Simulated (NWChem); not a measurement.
System: formaldehyde (CH$_{2}$O); SMILES C=O

Here is an NWChem input.

```
start job
memory heap 200 mb stack 900 mb global 1100 mb
geometry units angstroms
  C     -0.582198     0.123090    -0.003056
  O      0.584091    -0.123489     0.002960
  H     -1.358713    -0.660346    -0.013941
  H     -0.975247     1.153794     0.002252
end
basis spherical
  * library 6-31g*
end
dft
  xc hfexch
  iterations 150
end
driver
  maxiter 150
  tight
end
task dft optimize
```

NWChem printed, in part:

```
             Northwest Computational Chemistry Package (NWChem) 7.3.0
             --------------------------------------------------------

 C2V symmetry detected

                             Geometry "geometry" -> ""
                             -------------------------

 Output coordinates in angstroms (scale by  1.889725989 to convert to a.u.)

  No.       Tag          Charge          X              Y              Z
 ---- ---------------- ---------- -------------- -------------- --------------
    1 C                    6.0000     0.00000000     0.00000000     0.52132830
    2 O                    8.0000     0.00000000     0.00000000    -0.67075702
    3 H                    1.0000     0.00000000    -0.92714782     1.11904319
    4 H                    1.0000     0.00000000     0.92714782     1.11904319

 Effective nuclear repulsion energy (a.u.)      31.5500126671

      Symmetry information
      --------------------

 Group name             C2v
 Group number             16
 Group order               4
 No. of unique centers     3

                                Z-matrix (autoz)
                                --------

 Units are Angstrom for bonds and degrees for angles

      Type          Name      I     J     K     L     M      Value
      ----------- --------  ----- ----- ----- ----- ----- ----------
    1 Stretch                  1     2                       1.19209
    2 Stretch                  1     3                       1.10312
    3 Stretch                  1     4                       1.10312
    4 Bend                     2     1     3               122.80912
    5 Bend                     2     1     4               122.80912
    6 Bend                     3     1     4               114.38176
    7 Torsion                  2     1     3     4         180.00000
    8 Torsion                  2     1     4     3         180.00000
    9 Torsion                  3     1     2     4         180.00000
   10 Torsion                  2     4     1     3         180.00000
   11 Torsion                  3     2     1     4         180.00000
   12 Torsion                  2     3     1     4         180.00000

  xc_inp: hfexch multiplicative factor not found.

                           NWChem Geometry Optimization
                           ----------------------------

 maximum gradient threshold         (gmax) =   0.000015
 rms gradient threshold             (grms) =   0.000010
 maximum cartesian step threshold   (xmax) =   0.000060
 rms cartesian step threshold       (xrms) =   0.000040
 fixed trust radius                (trust) =   0.300000
 source of zmatrix                         =   autoz

          -------------------
          Energy Minimization
          -------------------

 Using diagonal initial Hessian
 Scaling for Hessian diagonals: bonds = 1.00  angles = 0.25  torsions = 0.10

          --------
          Step   0

                                 NWChem DFT Module
                                 -----------------

 Summary of "ao basis" -> "ao basis" (spherical)
 ------------------------------------------------------------------------------
       Tag                 Description            Shells   Functions and Types
 ---------------- ------------------------------  ------  ---------------------
 C                           6-31g*                  6       14   3s2p1d
 O                           6-31g*                  6       14   3s2p1d
 H                           6-31g*                  2        2   2s

      Symmetry analysis of basis
      --------------------------

        a1         16
        a2          2
        b1          6
        b2          8

            General Information
            -------------------
          SCF calculation type: DFT
          Wavefunction type:  closed shell.
          No. of atoms     :     4
          No. of electrons :    16
           Alpha electrons :     8
            Beta electrons :     8
          Charge           :     0
          Spin multiplicity:     1
          Use of symmetry is: on ; symmetry adaption is: on
          Maximum number of iterations: 150
          AO basis - number of functions:    32
                     number of shells:    16
          Convergence on energy requested:  1.00D-06
          Convergence on density requested:  1.00D-05
          Convergence on gradient requested:  5.00D-04

              XC Information
              --------------
                     Hartree-Fock (Exact) Exchange  1.000

      Superposition of Atomic Density Guess
      -------------------------------------

 Sum of atomic energies:        -113.41107146

      Non-variational initial energy
      ------------------------------

 Total energy =    -114.138824
 1-e energy   =    -216.619388
 2-e energy   =      70.930551
 HOMO         =      -0.319860
 LUMO         =      -0.022433

      Symmetry analysis of molecular orbitals - initial
      -------------------------------------------------

  Numbering of irreducible representations:

     1 a1          2 a2          3 b1          4 b2

  Orbital symmetries:

[...]

      ----------------------
      Optimization converged
      ----------------------

  Step       Energy      Delta E   Gmax     Grms     Xrms     Xmax
  ---- ---------------- -------- -------- -------- -------- --------
@    5    -113.86568526 -2.7D-09  0.00000  0.00000  0.00002  0.00003
                                     ok       ok       ok       ok

                                Z-matrix (autoz)
                                --------

 Units are Angstrom for bonds and degrees for angles

      Type          Name      I     J     K     L     M      Value     Gradient
      ----------- --------  ----- ----- ----- ----- ----- ---------- ----------
    1 Stretch                  1     2                       1.18435   -0.00000
    2 Stretch                  1     3                       1.09155    0.00000
    3 Stretch                  1     4                       1.09155    0.00000
    4 Bend                     2     1     3               122.14105    0.00000
    5 Bend                     2     1     4               122.14105    0.00000
    6 Bend                     3     1     4               115.71789   -0.00000
    7 Torsion                  2     1     3     4         180.00000    0.00000
    8 Torsion                  2     1     4     3         180.00000    0.00000
    9 Torsion                  3     1     2     4         180.00000    0.00000
   10 Torsion                  2     4     1     3         180.00000    0.00000
   11 Torsion                  3     2     1     4         180.00000    0.00000
   12 Torsion                  2     3     1     4         180.00000    0.00000

                         Geometry "geometry" -> "geometry"
                         ---------------------------------

 Output coordinates in angstroms (scale by  1.889725989 to convert to a.u.)

  No.       Tag          Charge          X              Y              Z
 ---- ---------------- ---------- -------------- -------------- --------------
    1 C                    6.0000     0.00000000     0.00000000     0.52789821
    2 O                    8.0000     0.00000000     0.00000000    -0.65645449
    3 H                    1.0000     0.00000000    -0.92425725     1.10860697
    4 H                    1.0000     0.00000000     0.92425725     1.10860697

 Effective nuclear repulsion energy (a.u.)      31.8001115395

      Symmetry information
      --------------------

 Group name             C2v
 Group number             16
 Group order               4
 No. of unique centers     3

                Final and change from initial internal coordinates
                --------------------------------------------------

                                Z-matrix (autoz)
                                --------

 Units are Angstrom for bonds and degrees for angles

      Type          Name      I     J     K     L     M      Value       Change
      ----------- --------  ----- ----- ----- ----- ----- ---------- ----------
    1 Stretch                  1     2                       1.18435   -0.00773
    2 Stretch                  1     3                       1.09155   -0.01157
    3 Stretch                  1     4                       1.09155   -0.01157
    4 Bend                     2     1     3               122.14105   -0.66807
    5 Bend                     2     1     4               122.14105   -0.66807
    6 Bend                     3     1     4               115.71789    1.33613
    7 Torsion                  2     1     3     4         180.00000    0.00000
    8 Torsion                  2     1     4     3         180.00000    0.00000
    9 Torsion                  3     1     2     4         180.00000    0.00000
   10 Torsion                  2     4     1     3         180.00000    0.00000
   11 Torsion                  3     2     1     4         180.00000    0.00000
   12 Torsion                  2     3     1     4         180.00000    0.00000

 ==============================================================================
                                internuclear distances
 ------------------------------------------------------------------------------
       center one      |      center two      | atomic units |  angstroms
 ------------------------------------------------------------------------------
    2 O                |   1 C                |     2.23810  |     1.18435
    3 H                |   1 C                |     2.06272  |     1.09155
    4 H                |   1 C                |     2.06272  |     1.09155
 ------------------------------------------------------------------------------
                         number of included internuclear distances:          3
 ==============================================================================
```

Level: Hartree-Fock/6-31G* (spherical d).
